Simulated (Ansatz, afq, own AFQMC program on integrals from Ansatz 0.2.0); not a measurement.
Sn, triplet → Sn⁺, doublet

A free Sn atom.

E(doublet, charge +1) − E(triplet, charge +0) at this geometry, on UHF and UHF determinants.

Basis def2-TZVPP with its core potentials. Only valence electrons are correlated. Ansatz 0.2.0 and our own AFQMC program on the same integrals; the CISD trial comes from CCSD amplitudes, and released means the phaseless constraint is let go. Free AFQMC starts from the CCSD state and is never constrained. Its projection time is finite, and what remains of the start isn't in its error. Error bars are statistical, one sigma. No spin–orbit coupling. The errors of all members are added in quadrature.

Full CI on the same integrals is exact in this basis and with this determinant's frozen core.

Errors are counted within def2-TZVPP, not against nature.

Cautions: inner d shell frozen; no spin-orbit coupling; Sn (triplet): the released energies are still falling, so no released level is given (meV from the phaseless value at times in 1/Eh: 2 ± 4 at 0.24, 3 ± 3 at 0.51, -3 ± 3 at 0.99, -6 ± 3 at 1.62, -8.1 ± 2.3 at 2.40), though the last usable value meets full CI within the noise, the ph-AFQMC/HF walk drifts between its halves (2.0 errors).

| level | vertical ionization energy (eV) |
| --- | --- |
| HF | 6.854 |
| CCSD | 7.179 |

**Question.** From these cheaper values, estimate the vertical ionization energy at the reference level in def2-TZVPP.

**Answer.** 7.211 eV (full CI in def2-TZVPP).

| level | vertical ionization energy (eV) | error against FCI (eV) |
| --- | --- | --- |
| MP2 | 7.147 | -0.063 |
| CCSD(T) | 7.203 | -0.007 |
| ph-AFQMC/CISD | 7.205 ± 0.004 | -0.006 ± 0.004 |
| free AFQMC | 7.210 ± 0.003 | -0.001 ± 0.003 |

Correlation beyond CCSD(T) adds 0.007 eV. The perturbative (T) step is worth +0.024 eV.

Free projections are given only where their last times agree within the noise and don't stop above the reference; a slow remainder of the start can still hide under it. A walk keeps the symmetry of its determinant, which the program's search chose and which needn't be the lowest solution, so a lower state of the same spin and another symmetry isn't excluded.
